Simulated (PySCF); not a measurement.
Gas-phase reaction: 2 SiHCl3 + H2O + SiHCl → SiCl3OH + 2 SiH2Cl2

Method: PySCF energies plus ideal-gas RRHO corrections (1 bar). † marks an energy on the PBE0/def2-TZVP geometry and frequencies; other levels use their own. MP2 and CCSD(T) freeze the core. All species are closed-shell singlets. B3LYP is the form with VWN-RPA correlation. SiHCl, SiCl3OH: computed as isolated molecules; such fragments, hydroxides, amides, oligomers or adducts are transient or little studied in the gas. MP2 isn't extrapolated to the basis-set limit; its ΔH°(298 K) is -303.7 kJ in def2-SVP and -311.8 kJ in def2-TZVPP. CCSD(T) isn't extrapolated to the basis-set limit; its ΔH°(298 K) is -280.6 kJ in def2-SVP and -293.9 kJ in def2-TZVPP. The harmonic model lacks anharmonicity and excited electronic states, which grow with temperature; levels with a mode under 35 cm⁻¹ are left out. Internal rotation in SiCl3OH is treated as a harmonic vibration of one conformer, which makes the entropy rough.

| level | ΔE electronic, kJ | ΔH°(298 K), kJ | ΔS°(298 K), J/K | ΔG°(800 K), kJ |
|---|---|---|---|---|
| B3LYP/def2-TZVP† | -289 | -286 | -143 | -173 |
| BLYP/def2-TZVP† | -269 | -266 | -143 | -153 |
| CCSD(T)/def2-SVP† | -283 | -281 | -143 | -168 |
| CCSD(T)/def2-TZVPP† | -297 | -294 | -143 | -181 |
| MP2/def2-SVP† | -306 | -304 | -143 | -191 |
| MP2/def2-TZVPP† | -314 | -312 | -143 | -199 |
| PBE/def2-SVP | -289 | -287 | -142 | -175 |
| PBE/def2-TZVP† | -285 | -282 | -143 | -169 |
| LDA/def2-TZVP† | -320 | -317 | -143 | -204 |
ΔH° is lowest at LDA/def2-TZVP† and highest at BLYP/def2-TZVP†. No reference value is set beside these.
